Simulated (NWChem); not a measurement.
System: acetone (C3H6O); SMILES CC(C)=O

Here is an NWChem input.

```
start job
memory heap 200 mb stack 900 mb global 1100 mb
geometry units angstroms noautosym nocenter noautoz
  C     -1.284550    -0.000719    -0.615008
  C      0.000000     0.000000     0.180731
  C      1.284550     0.000719    -0.615008
  O      0.000000     0.000000     1.387736
  H     -1.329902    -0.883864    -1.272262
  H     -1.333812     0.885068    -1.268338
  H     -2.142753    -0.004571     0.068435
  H      2.142753     0.004571     0.068435
  H      1.333812    -0.885068    -1.268338
  H      1.329902     0.883864    -1.272262
end
basis spherical
  * library def2-svp
end
dft
  xc pbe0
  iterations 150
end
cosmo
  do_cosmo_smd true
  solvent water
end
task dft energy
```

Structure relaxed at the PBE0/def2-SVP level. Solvent: water.

Level: PBE0/def2-SVP with SMD (1 M gas to 1 M solution), gas-phase geometry.

Predict the main results of this run. (PBE0/def2-SVP, SMD on the gas-phase geometry.) Quantities: solvation free energy (kcal/mol); cavity-dispersion-structure term (kcal/mol); dipole in solution (D).


```yaml
solvation free energy (kcal/mol): -3.6
cavity-dispersion-structure term (kcal/mol): 3.6
dipole in solution (D): 4.04
```
